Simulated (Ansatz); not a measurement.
Geometry optimisation, RKS PBE0-D4/def2-SVPD (Ansatz 0.2.0).

The input (input.yaml):

```yaml
crystal:
  periodic: [false, false, false]
  atoms:
    - { symbol: Si, position_ang: [0.201483, 0.0, 0.077647] }
    - { symbol: F, position_ang: [0.485952, 0.0, 1.657748] }
    - { symbol: H, position_ang: [1.631077, 0.0, -0.185613] }
    - { symbol: H, position_ang: [-0.537706, 1.222703, -0.335041] }
    - { symbol: H, position_ang: [-0.537706, -1.222703, -0.335041] }
basis:
  gaussian: { orbitals: def2-SVPD }
hamiltonian:
  xc: pbe0
  dispersion: d4
relax:
  f_tol: 0.03
  max_steps: 50
output:
  orbitals: {}
```

Run as:

```bash
$ ansatz run input.yaml --threads 1 --pin off --max-ram 2048MiB --backend cpu --events-out ev --progress --plain --runs-dir out
```

**Question.** Where does it end, and by what steps?

**Answer.** It converged. After 3 steps the energy has fallen by 0.277 eV; H3 moved furthest, 0.21 Å.

```csv
step,energy less start (eV),largest force component (eV/Å),accepted
0,0.0000,1.878,yes
1,-0.2627,0.225,yes
2,-0.2764,0.109,yes
3,-0.2771,0.016,yes
```

```xyz
5
Properties=species:S:1:pos:R:3
Si 0.246 0.000 0.119
F 0.315 0.000 1.759
H 1.642 0.000 -0.392
H -0.480 1.227 -0.303
H -0.480 -1.227 -0.303
```

Whether the end is a true minimum wasn't checked by a vibrational analysis.

The run took 6.9 s on 1 thread of Arm Neoverse V1, on a shared host, peak memory 0.12 GiB.
